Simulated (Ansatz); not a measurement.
AlHF (SMILES [F][AlH]): methods side by side

AlHF has 3 atoms, charge 0, and is taken as a doublet. SMILES: `[F][AlH]`. Geometry: relaxed at PBE0-D4/def2-TZVP.

```xyz
3

F     0.9071    0.8932    0.5856
Al   -0.4325    0.3180   -0.1995
H    -0.4854   -1.2761   -0.3993
```

Each level gives the energy change with the F1–Al2 bond stretched from 1.656 to 2.070 Å (eV). The values are calculated.

```csv
level,kind,program,value (eV),less FCI/STO-3G
USVWN5/STO-3G,LDA,Ansatz,1.72,+0.04
UPBE/STO-3G,GGA,Ansatz,1.53,-0.15
U-r2SCAN0/STO-3G,hybrid meta-GGA,Ansatz,1.82,+0.14
UHSE06/STO-3G,range-separated hybrid,Ansatz,1.72,+0.04
UB2PLYP/STO-3G,double hybrid,Ansatz,1.82,+0.14
RPA@PBE/STO-3G,RPA,Ansatz,1.52,-0.16
UMP2/STO-3G,perturbation theory,Ansatz,2.10,+0.42
UBCCD(T)/STO-3G,coupled cluster or CI,Ansatz,1.73,+0.05
FCI/STO-3G,exact in the basis,Ansatz,1.68,0.00
```

FCI/STO-3G is exact within its basis and frozen core, so for wave-function methods in that basis the difference is their error; functionals converge differently with the basis, so for them it is only a difference. The first shape isn't each level's own minimum. The values span 1.52 to 2.10 eV. Spin contamination of the reference (⟨S²⟩ at least 0.1 too high) touches UMP2/STO-3G, UBCCD(T)/STO-3G. All rows use very small basis sets, so none should be taken for the real molecule's value.
